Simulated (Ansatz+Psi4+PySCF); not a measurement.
**doublet S₂(+): levels of theory in one basis**

```tsv
atom	x (Å)	y (Å)	z (Å)
S	0.0000	0.0000	0.9601
S	0.0000	0.0000	-0.9601
```

Basis set: cc-pV(T+d)Z (spherical functions). Frozen core: 10 orbitals. Correlation on ROHF uses semicanonical orbitals with singles. Charge 1, multiplicity 2.

Computed with Ansatz (development build ahead of 0.2.0) and Psi4 1.11; the reference of a correlated method needn't be the lowest determinant of its kind.

| method | E − E(ROHF) (eV) | <S²> of the determinant |
| --- | --- | --- |
| ROHF | 0.00 | 0.75 |
| UHF | -0.78 | 1.42 |
| ROHF-MP2 | -9.18 | – |
| UHF-MP2 | -8.20 | 1.42 |
| ROHF-CCSD | -9.66 | – |
| UHF-CCSD | -9.63 | 1.42 |
| ROHF-CCSD(T) | -10.35 | – |
| UHF-CCSD(T) | -10.26 | 1.42 |
| UHF-CCSDT | -10.36 | 1.42 |

The restricted and unrestricted rows may stand on different electronic states: another unrestricted solution lies nearer the restricted one.

Caution for ROHF, ROHF-MP2, ROHF-CCSD, ROHF-CCSD(T): an unrestricted determinant lies well below. Caution for UHF, UHF-MP2, UHF-CCSD, UHF-CCSD(T), UHF-CCSDT: the unrestricted determinant is spin contaminated. Caution for UHF, ROHF-MP2, UHF-MP2, UHF-CCSD, UHF-CCSD(T), UHF-CCSDT: the determinant breaks the point group. Caution for ROHF-MP2, ROHF-CCSD, ROHF-CCSD(T): large share of triples, a single reference is doubtful. Caution for ROHF-MP2, UHF-MP2: MP2 on this radical cation hangs on the determinant chosen. Caution for ROHF-MP2, UHF-MP2, UHF-CCSD(T): another reference gives a lower total. Caution for UHF-MP2, UHF-CCSD, UHF-CCSD(T), UHF-CCSDT: large amplitudes, a single reference is doubtful. Caution for ROHF-CCSD, ROHF-CCSD(T): the determinant is a saddle point.
